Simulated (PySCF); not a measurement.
SiH and its ions

PBE0; basis Si def2-TZVP, H def2-TZVP; no relativity; PySCF 2.14. Neutral (UKS): doublet (π ↑), Re = 1.532 Å, ωe = 2025 cm⁻¹, De = 3.09 eV, HOMO -5.53 eV, LUMO -3.26 eV.

SiH⁺ (UKS): singlet (closed shell), Re = 1.518 Å, ωe = 2128 cm⁻¹, De = 3.24 eV to Si⁺ + H. The energies at the minima are -289.86411 hartree for SiH and -289.56750 for SiH⁺.

Task: Work out the adiabatic ionisation energy, without and with harmonic zero-point energies (1 hartree = 27.2114 eV, 1 eV = 8065.5 cm⁻¹), and the change of the bond length.

Result: At PBE0: 0.29661 hartree = 8.071 eV between the minima; the zero-point term (2128.0 − 2025.0)/2 cm⁻¹ = +0.006 eV makes it 8.078 eV. Re changes by -1.4 pm against the neutral. The electron leaves a π orbital, which is non-bonding in a hydride.

For an ion De counts to the pair picked by the measured ionisation energies or electron affinities, which need not be the lowest pair at this level. States were picked by a PBE0 search and need not be the measured ground states.
